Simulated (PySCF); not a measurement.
**How methods differ on the electron affinity of H**

H- 1s2 (1S) → H 1s1 (2S), as a difference of total energies. Computed with PySCF 2.14 in aug-cc-pVQZ, with the non-relativistic Hamiltonian (point nucleus). Correlated levels: valence: nothing frozen. The calculations carry no spin-orbit coupling.

```json
{"method": "UHF", "electron affinity (eV)": "-0.330"}
{"method": "MP2 (valence)", "electron affinity (eV)": "0.467"}
{"method": "SCS-MP2 (valence)", "electron affinity (eV)": "0.626"}
{"method": "CCSD (valence)", "electron affinity (eV)": "0.740"}
```

Errors of the correlated levels include the incompleteness of this basis.

A negative affinity means that the anion lies above the atom at that level of theory.

With two correlated electrons CCSD is exact in that space.

For comparison: 0.754 eV (measured; photodetachment measurements, as compiled on the Wikipedia data page of electron affinities).
